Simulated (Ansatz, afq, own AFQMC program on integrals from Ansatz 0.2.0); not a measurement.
AFQMC on a folder of integrals that Ansatz 0.2.0 wrote.

```yaml
crystal:
  periodic: [false, false, false]
  atoms:
    - {symbol: B, position_ang: [0.000000, 0.000000, 0.000000]}
basis:
  gaussian: {orbitals: cc-pVDZ}
magnetization: {spin_polarized: true, initial_magnetization: 3}
correlation: {method: ccsd_t, electrons: outside_noble_gas, hamiltonian_folder: ham}
```

```sh
$ ansatz run in.yaml --threads 1 --pin off --events-out ev --progress --plain --max-ram 1843MiB
```

Options of the walk:

```
--method phaseless --trial hf --walkers 400 --populations 1 --least-time 40 --time-step 0.005 --steps-per-block 20 --equilibration-blocks 112 --max-blocks 600 --target-error 0.00063 --factor-cut 1e-05 --start spin_pure --seed 8406 --taylor-order 6
```

Times are imaginary, in 1/Eh. The walk had a cap of 397 s.

Output of the walk:

```
orbitals 13  electrons 3 0  factors 66 of 71
reference energy -24.44835804 Eh
CCSD correlation -0.01233683 Eh in 7 cycles, weight of the determinant in the CISD state 0.9902
energy of the start -24.448358 Eh
 block  time / (1/Eh)  mean weight  energy / Eh
     1     0.100  1.0000  -24.449799
     2     0.200  0.9998  -24.451127
     3     0.300  0.9999  -24.452019
     4     0.400  1.0001  -24.453248
     5     0.500  1.0001  -24.454428
     8     0.800  1.0000  -24.455848
    13     1.300  1.0000  -24.458156
    49     4.900  1.0001  -24.460577
    85     8.500  0.9998  -24.459714
   121    12.100  1.0006  -24.460526
   145    14.500  1.0007  -24.458639
   157    15.700  0.9997  -24.461430
   193    19.300  1.0001  -24.459060
   229    22.900  1.0003  -24.459935
   265    26.500  0.9996  -24.461781
   301    30.100  1.0006  -24.458717
   337    33.700  1.0003  -24.462428
   373    37.300  0.9988  -24.458923
   409    40.900  0.9999  -24.460729
   421    42.100  1.0004  -24.462661
   445    44.500  0.9999  -24.459049
   481    48.100  1.0001  -24.459803
   505    50.500  0.9997  -24.461089
blocks merged  error / Eh  count
     1  0.000055  400
     2  0.000073  200
     4  0.000097  100
     8  0.000124  50
    16  0.000149  25
    32  0.000165  12
energy -24.460228 +/- 0.000149 Eh
(rows thinned)
```

The run passed its tests (sampling time, drift between the halves within three errors, error under three times the target), which doesn't prove that it has relaxed.

Against this walk (error 4.1 meV) on the same determinant: CCSD(T) 13.3 meV lower, full CI (a separate run on its own orbitals, whose frozen core shifts it by up to a few meV) 13.3 meV lower. The error is statistical and leaves out the bias of the constraint. Full CI is exact here, so the walk's 13 meV above it is the walk's own error: the bias of the constraint with this trial. It lies above even CCSD, by 13 meV.

Cautions: constraint bias not in the error; another spin lies lower (by 3.51 eV); full CI with its own frozen core.

The walk took 46 s on 1 thread of Arm Neoverse V2, on a shared host. The log's last line is the phaseless energy.

A walk keeps the symmetry of its determinant, which the program's search chose and which needn't be the lowest solution, so a lower state of the same spin and another symmetry isn't excluded.
